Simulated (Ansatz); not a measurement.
AlH5SO, closed shell: at a first-order saddle point.

in.yaml

```yaml
crystal:
  periodic: [false, false, false]
  atoms:
    - {symbol: Al, position_ang: [-0.841293, -0.249520, -0.319147]}
    - {symbol: S, position_ang: [0.857064, 1.503042, -0.430099]}
    - {symbol: H, position_ang: [-0.785262, -1.094253, -1.655241]}
    - {symbol: H, position_ang: [-2.162422, 0.378499, 0.293494]}
    - {symbol: H, position_ang: [0.936367, 0.365021, 0.594606]}
    - {symbol: O, position_ang: [0.319494, -0.819366, 0.960429]}
    - {symbol: H, position_ang: [1.618246, 0.845052, -1.320822]}
    - {symbol: H, position_ang: [0.057706, -0.928576, 1.876881]}
basis:
  gaussian: {orbitals: def2-SVP}
correlation: {method: ccsd_t}
```

Run by:

```bash
ansatz run in.yaml --threads 2 --pin off --events-out ev --progress --plain --max-ram 4352MiB
```

What Ansatz 0.2.0 printed:

```
Functional definition: HF
  name "HF"
  cite "Fock, Z. Phys. 61, 126 (1930) doi:10.1007/BF01340294"
  parent pbe
  exchange = exact_x
  correlation = 0
706 factors; integrals over basis functions are off by at most 1.1e-3 eV
mean field evaluation 1: about -19507.7432 eV, gradient 3.2e1 eV
mean field evaluation 2: about -19507.7503 eV, gradient 3.2e1 eV
mean field evaluation 4: about -19510.0424 eV, gradient 2.6e0 eV
mean field evaluation 8: about -19510.0706 eV, gradient 8.1e-5 eV
mean field evaluation 16: about -19510.0692 eV, gradient 4.9e-1 eV
mean field -19510.07057505 eV, -716.9818692321 hartree, gradient 1.7e-6 eV, S^2 0.000000; 0 other end points of the search recorded, 0 dependent functions left out
11 core orbitals not correlated: weight in the atoms' cores, before any rotation towards them, 1.000 or more for the frozen orbitals, at most 0.000 for the correlated occupied ones
reference -19510.07057505 eV, -716.9818692321 hartree; 10, 10 occupied and 54, 54 virtual orbitals, 706 factors
second order -11.49955787 eV of doubles, -0.00000000 eV of singles
cycle   1  -12.10185794 eV  change   -6.0e-1 eV  update   8.2e-2
cycle   2  -12.44265304 eV  change   -3.4e-1 eV  update   2.5e-2
cycle   3  -12.51890279 eV  change   -7.6e-2 eV  update   1.2e-2
cycle   4  -12.51542219 eV  change    3.5e-3 eV  update   2.5e-3
cycle   5  -12.51533367 eV  change    8.9e-5 eV  update   8.3e-4
cycle   6  -12.51530771 eV  change    2.6e-5 eV  update   2.5e-4
cycle   7  -12.51518393 eV  change    1.2e-4 eV  update   8.2e-5
cycle   8  -12.51518038 eV  change    3.6e-6 eV  update   2.6e-5
cycle   9  -12.51518629 eV  change   -5.9e-6 eV  update   9.4e-6
perturbative correction -0.30200320 eV, -0.0110984130 hartree
Total energy: -19522.88776453 eV, -717.4528922580 hartree
```

Hardware: 2 CPU threads of an Arm Neoverse V2, shared host. Wall time about 1.4 s.
